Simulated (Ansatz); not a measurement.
**Chromium, bcc under r²SCAN: how the Gaussian smearing moves the result**

A convergence test of the Gaussian smearing width. The geometry was relaxed under r²SCAN beforehand and stays fixed; 7 values are run, from 0.01 to 1.0 eV. Wanted are the values from which on the energy stays within 10 and 1 meV/atom, and the pressure within 0.5 GPa, of the narrowest run. Within the series other settings stay, but some runs also write fields, which adds to their time. Spin polarisation is left out.

Method: DFT r²SCAN, plane waves with PAW, scalar-relativistic, in Ansatz 0.2.0.

## 1. The structure to begin with

The structure is cubic, space group Im-3m (No. 229). Conventional cell: a = 2.830 Å, b = 2.830 Å, c = 2.830 Å, α = 90.00°, β = 90.00°, γ = 90.00°. Cr (site symmetry m-3m) has 8 Cr at 2.45 Å as nearest neighbours.

As a file:

```cif
data_structure
_symmetry_space_group_name_H-M 'Im-3m'
_symmetry_Int_Tables_number 229
_cell_length_a 2.8299
_cell_length_b 2.8299
_cell_length_c 2.8299
_cell_angle_alpha 90.000
_cell_angle_beta 90.000
_cell_angle_gamma 90.000
_cell_volume 22.66
loop_
_atom_site_label
_atom_site_type_symbol
_atom_site_symmetry_multiplicity
_atom_site_Wyckoff_symbol
_atom_site_fract_x
_atom_site_fract_y
_atom_site_fract_z
_atom_site_occupancy
Cr1 Cr 2 a 0.00000 0.00000 0.00000 1
```

## 2. Run at 0.01 eV

The run at 0.01 eV.

Contents of input.yaml:

```yaml
crystal:
  lattice:
    - [-1.414959759, 1.414959759, 1.414959759]
    - [1.414959759, -1.414959759, 1.414959759]
    - [1.414959759, 1.414959759, -1.414959759]
  atoms:
    - { symbol: Cr, position: [0.0, 0.0, 0.0] }
hamiltonian:
  xc: r2scan
  pseudopotentials:
    kind: paw
    azcp:
      Cr: "pseudopotentials/Cr.paw.azcp"
basis:
  ecutwfc: 500
  fft_grid_basis: typed
kpoints:
  mp_grid: { grid: [15, 15, 15], shift: [0, 0, 0] }
magnetization:
  spin_polarized: false
scf:
  occupations: { method: gaussian, width: 0.01 }
  lower_state_search: "off"
output:
  stress: true
```

The run is started by

```sh
ansatz run input.yaml --threads 2 --pin off --max-ram 5120MiB --backend cpu --events-out ev --progress --plain --runs-dir out
```

## 3. Run at 0.03 eV

The run at 0.03 eV.

input.yaml: that of step 2 with these lines changed.

```diff
@@ -21,3 +21,3 @@
 scf:
-  occupations: { method: gaussian, width: 0.01 }
+  occupations: { method: gaussian, width: 0.03 }
   lower_state_search: "off"
```

## 4. Run at 0.1 eV

The run at 0.1 eV.

input.yaml: that of step 3 with these lines changed.

```diff
@@ -21,3 +21,3 @@
 scf:
-  occupations: { method: gaussian, width: 0.03 }
+  occupations: { method: gaussian, width: 0.1 }
   lower_state_search: "off"
```

## 5. Run at 0.2 eV

The run at 0.2 eV.

input.yaml: that of step 4 with these lines changed.

```diff
@@ -21,3 +21,3 @@
 scf:
-  occupations: { method: gaussian, width: 0.1 }
+  occupations: { method: gaussian, width: 0.2 }
   lower_state_search: "off"
```

## 6. Run at 0.3 eV

The run at 0.3 eV.

input.yaml: that of step 5 with these lines changed.

```diff
@@ -21,3 +21,3 @@
 scf:
-  occupations: { method: gaussian, width: 0.2 }
+  occupations: { method: gaussian, width: 0.3 }
   lower_state_search: "off"
@@ -25 +25,5 @@
   stress: true
+  write_density: true
+  write_potential: true
+  elf: true
+  volumetric_format: npy
```

## 7. Run at 0.6 eV

The run at 0.6 eV.

input.yaml: that of step 6 with these lines changed.

```diff
@@ -21,3 +21,3 @@
 scf:
-  occupations: { method: gaussian, width: 0.3 }
+  occupations: { method: gaussian, width: 0.6 }
   lower_state_search: "off"
```

## 8. Run at 1.0 eV

The run at 1.0 eV.

input.yaml: that of step 7 with these lines changed.

```diff
@@ -21,3 +21,3 @@
 scf:
-  occupations: { method: gaussian, width: 0.6 }
+  occupations: { method: gaussian, width: 1.0 }
   lower_state_search: "off"
```

(Steps that only read results are left out.)

**Question.** What will these runs give?

The runs gave:

| quantity | value |
| --- | --- |
| E(σ → 0) stays within 10 meV/atom of 0.01 eV | up to 0.6 eV |
| E(σ → 0) stays within 1 meV/atom | up to 0.1 eV |
| pressure stays within 0.5 GPa | up to 0.3 eV |
| pressure at 0.01 eV | -0.22 GPa |
| energy of a separate run on a finer mesh (25×25×25) | -6.4 meV/atom from 0.01 eV |

What this shows: The far end, 1.0 eV, lies +32.9 meV/atom and +3.6 GPa from the yardstick. Over the range F shifts by -196.3 meV/atom, while E(σ → 0) shifts by +32.9. In theory F falls as the square of the width under this scheme, but here the ratio is not steady: the mesh at narrow widths, or a density of states that varies over the wide ones, can both cause that. The mesh (15×15×15) is fixed, so the narrowest widths carry a k-point error of their own. The yardstick itself is unsettled by 6.4 meV/atom against the finer mesh, so the thresholds above hold only within this series, and wider smearing, which averages over more states, can land nearer the fine-mesh value than the narrowest does. The cell taken over is 6 % smaller than the measured one (11.99 Å³/atom, COD).
